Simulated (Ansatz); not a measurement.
A run of Ansatz (development build ahead of 0.2.0) on singlet PH3 at this shape:

```yaml
atoms:
  - { symbol: P, position_ang: [0.0000, 0.0000, 0.1198] }
  - { symbol: H, position_ang: [1.1008, 0.0000, -0.5988] }
  - { symbol: H, position_ang: [-0.5504, 0.9533, -0.5988] }
  - { symbol: H, position_ang: [-0.5504, -0.9533, -0.5988] }
```

Its results:

```yaml
Converged: yes
Reference_energy: -342.47374 hartree
Correlation_energy: -0.17017 hartree
Total_energy: -342.64391 hartree
Spin_squared_of_the_determinant: 0.000
```

Q: Which input gives this output? Name the method, the orbitals and the basis set, and write the input.

A: RHF-MP2 in cc-pVTZ. An unrestricted run that stays on the closed shell gives the same numbers.

```yaml
crystal:
  periodic: [false, false, false]
  atoms:
    - { symbol: P, position_ang: [0.0, 0.0, 0.11976] }
    - { symbol: H, position_ang: [1.1008, 0.0, -0.59881] }
    - { symbol: H, position_ang: [-0.5504, 0.95332, -0.59881] }
    - { symbol: H, position_ang: [-0.5504, -0.95332, -0.59881] }
basis:
  gaussian: { orbitals: cc-pVTZ }
hamiltonian:
  xc: hf
correlation:
  method: mp2
  frozen_orbitals: { H: 0, P: 5 }
```
